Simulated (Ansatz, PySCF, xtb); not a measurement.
Bonds broken one at a time in the series Ga Cl-CH3. Isolated molecules, 0 K electronic values unless said otherwise. Strings in code marks are SMILES.

Quantity: homolytic bond dissociation enthalpy at 298 K (no spin–orbit term), in kJ/mol. Enthalpy corrections at 298 K come from GFN2-xTB frequencies (xtb).

Level 1: PBE0-D4/def2-TZVP (PySCF)
Level 2: frozen-core MP2/cc-pVTZ // PBE0-D4/def2-TZVP (Ansatz, a quantum-chemistry and plane-wave program)
Level 3: PBE/6-31G* // PBE0-D4/def2-TZVP (PySCF)
Level 4: HF/6-31G* // PBE0-D4/def2-TZVP (PySCF)

| species | level 1 | level 2 | level 3 | level 4 |
|---|---|---|---|---|
| Ga–Cl bond of `[CH3][Ga]([Cl])[Cl]`, giving `[CH3][Ga][Cl]` and `[Cl]` | 432.7 | 458.3 | 415.3 | 321.4 |
| Cl–Ga bond of `[Cl][Ga]([Cl])[Cl]`, giving `[Cl]` and `[Cl][Ga][Cl]` | 408.3 | 435.2 | 385.6 | 295.9 |
| Ga–Cl bond of `[CH3][Ga]([CH3])[Cl]`, giving `[CH3][Ga][CH3]` and `[Cl]` | 462.2 | 482.2 | 452.2 | 353.7 |
| C–Ga bond of `[CH3][Ga]([Cl])[Cl]`, giving `[CH3]` and `[Cl][Ga][Cl]` | 312.7 | 344.0 | 308.1 | 213.6 |
| C–Ga bond of `[CH3][Ga]([CH3])[CH3]`, giving `[CH3]` and `[CH3][Ga][CH3]` | 311.8 | 341.2 | 308.2 | 208.7 |
